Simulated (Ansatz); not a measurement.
Density of states of CrAgO2 (R-3m, a = 2.966 Å, b = 2.966 Å, c = 18.454 Å, α = 90.00°, β = 90.00°, γ = 120.00°), in states per eV and primitive cell, averaged over bins of 0.5 eV. The calculation used Ansatz, DFT PBEsol, scalar-relativistic, plane waves, PAW.

Plane waves to 420 eV, a k mesh through Γ of 12×12×12 on the computed 4-atom cell and Gaussian smearing (0.02 eV); collinear spin from starting moments 2.59 0 0 0 μB.

The cell is relaxed at this level. The states (both spins) are summed by tetrahedra on a 18×18×18 mesh at the self-consistent density. Energies are bin centres; the table starts no lower than −8 eV and ends at 6 eV, or lower where the solved bands end.

The gap is 0.28 eV at this level, with the zero inside it.

| E − E_F (eV) | total | Cr 3d up | O 2p up | O 2p down | Ag 4d up | Cr 3d down | Ag 4d down | Ag 5s down | Ag 5s up |
| --- | --- | --- | --- | --- | --- | --- | --- | --- | --- |
| -7.80 | 1.25 | 0.17 | 0.60 | 0.16 | 0.15 | 0.03 | 0.05 | 0.01 | 0.03 |
| -7.30 | 2.96 | 0.20 | 0.90 | 0.98 | 0.24 | 0.15 | 0.32 | 0.05 | 0.03 |
| -6.80 | 2.71 | 0.24 | 0.89 | 0.84 | 0.22 | 0.12 | 0.29 | 0.01 | 0.02 |
| -6.30 | 3.02 | 0.26 | 0.94 | 0.87 | 0.33 | 0.15 | 0.30 | 0.03 | 0.04 |
| -5.80 | 5.50 | 0.43 | 1.26 | 1.09 | 1.12 | 0.19 | 1.00 | 0.14 | 0.14 |
| -5.30 | 4.75 | 0.17 | 0.74 | 1.22 | 0.93 | 0.25 | 1.25 | 0.07 | 0.04 |
| -4.80 | 5.47 | 0.21 | 1.04 | 1.15 | 1.47 | 0.16 | 1.28 | 0.03 | 0.03 |
| -4.30 | 4.16 | 0.11 | 0.62 | 0.87 | 1.20 | 0.10 | 1.12 | 0.03 | 0.04 |
| -3.80 | 5.17 | 0.15 | 0.61 | 0.75 | 1.78 | 0.09 | 1.63 | 0.04 | 0.04 |
| -3.30 | 5.27 | 0.16 | 0.92 | 1.14 | 1.32 | 0.11 | 1.48 | 0.04 | 0.04 |
| -2.80 | 1.36 | 0.06 | 0.23 | 0.40 | 0.24 | 0.03 | 0.30 | 0.04 | 0.04 |
| -2.30 | 1.23 | 0.16 | 0.19 | 0.14 | 0.41 | 0.01 | 0.20 | 0.04 | 0.04 |
| -1.80 | 1.03 | 0.04 | 0.06 | 0.22 | 0.11 | 0.05 | 0.46 | 0.05 | 0.01 |
| -1.30 | 1.18 | 0.92 | 0.14 | 0.00 | 0.03 | 0.00 | 0.00 | 0.00 | 0.05 |
| -0.80 | 2.53 | 1.98 | 0.32 | 0.00 | 0.07 | 0.00 | 0.00 | 0.00 | 0.10 |
| -0.30 | 2.29 | 1.70 | 0.41 | 0.00 | 0.04 | 0.00 | 0.00 | 0.00 | 0.05 |
| 0.20 | 0.04 | 0.00 | 0.00 | 0.00 | 0.00 | 0.01 | 0.01 | 0.01 | 0.00 |
| 0.70 | 0.94 | 0.11 | 0.04 | 0.08 | 0.03 | 0.20 | 0.07 | 0.22 | 0.05 |
| 1.20 | 1.70 | 0.27 | 0.20 | 0.09 | 0.09 | 0.33 | 0.05 | 0.18 | 0.18 |
| 1.70 | 2.36 | 0.16 | 0.07 | 0.14 | 0.02 | 1.42 | 0.04 | 0.09 | 0.08 |
| 2.20 | 3.47 | 1.04 | 0.44 | 0.16 | 0.02 | 1.31 | 0.02 | 0.07 | 0.03 |
| 2.70 | 4.59 | 0.93 | 0.64 | 0.25 | 0.04 | 2.23 | 0.02 | 0.04 | 0.10 |
| 3.20 | 0.68 | 0.12 | 0.12 | 0.02 | 0.02 | 0.09 | 0.00 | 0.02 | 0.08 |
| 3.70 | 2.23 | 0.01 | 0.01 | 0.41 | 0.00 | 1.45 | 0.01 | 0.02 | 0.01 |
| 4.20 | 1.94 | 0.00 | 0.00 | 0.48 | 0.00 | 1.16 | 0.02 | 0.06 | 0.00 |
| 4.70 | 0.12 | 0.00 | 0.00 | 0.00 | 0.00 | 0.01 | 0.00 | 0.00 | 0.00 |
| 5.20 | 0.15 | 0.00 | 0.01 | 0.00 | 0.00 | 0.00 | 0.00 | 0.00 | 0.00 |
| 5.70 | 0.37 | 0.00 | 0.01 | 0.01 | 0.00 | 0.01 | 0.00 | 0.03 | 0.06 |

The columns after the total are the main Löwdin projections on the occupied valence shells of the potentials; 4 others are left out. The rest of the total lies in those, in shells that are empty in the free atom, which aren't projected, and between the atoms.

The cell holds one magnetic atom, so it can only be ferromagnetic; an antiferromagnetic order may lie lower.

Only this magnetic start was tried.

Cost: 1 run of about 0.94 core-minutes, on Intel Xeon 6975P-C (Granite Rapids) (shared hosts).